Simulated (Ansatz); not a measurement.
CsYCdSe3 (Cmcm, No. 63) was calculated with r²SCAN (Ansatz, a quantum-chemistry and plane-wave program, PAW).

Settings: plane-wave cutoff 560 eV, 8×8×4 k mesh (along the axes of the cell as run), Fermi–Dirac smearing 0.01 eV, scalar-relativistic PAW data made under PBE.

Cell (measured lattice):

```xyz
12
Lattice="2.1193 -7.9095 0.0000 2.1193 7.9095 0.0000 0.0000 0.0000 11.0639" Properties=species:S:1:pos:R:3 pbc="T T T"
Cs     2.1193     3.8344     2.7660
Cs     2.1193    -3.8344     8.2979
Y      0.0000     0.0000     0.0000
Y      0.0000     0.0000     5.5320
Cd     2.1193    -0.6698     2.7660
Cd     2.1193     0.6698     8.2979
Se     2.1193    -1.9043     0.4986
Se     2.1193     1.9043     6.0306
Se     2.1193     1.9043    10.5653
Se     2.1193    -1.9043     5.0333
Se     2.1193    -6.9729     2.7660
Se     2.1193     6.9729     8.2979
```

Question: What does this level give for the band gap and smallest direct gap on the k points sampled?

Answer: 
* **band gap**: 2.70 eV
* **smallest direct gap on the k points sampled**: 2.75 eV

Note: cell and atoms aren't relaxed at this level (largest force component 0.09 eV/Å, pressure 1.2 GPa).

Spin–orbit coupling is not included.

The computed numbers hold no vibrational or temperature effects.
